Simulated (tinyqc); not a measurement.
Worked calculation: geometry optimisation on the UHF/sto-3g surface (energies and gradients from PySCF), for BH, spin multiplicity 3. One step of it, computed by the program tinyqc.

Task: Step 1: move. Quasi-Newton step p = -H^(-1) g (first H = 0.6 times the unit matrix); steps longer than 0.3 bohr are cut back.

positions at the start (bohr):
```
           x         y         z
1B  0.000000  0.000000  0.000000
2H  0.000000  0.000000  2.407511
```

gradient (hartree/bohr):
```
             x           y            z
1B  0.00000000  0.00000000  -0.06407486
2H  0.00000000  0.00000000   0.06407486
```

Give: positions after step 1.

Result:

positions after step 1 (bohr):
```
        x      y      z
1B  0.000  0.000  0.107
2H  0.000  0.000  2.301
```
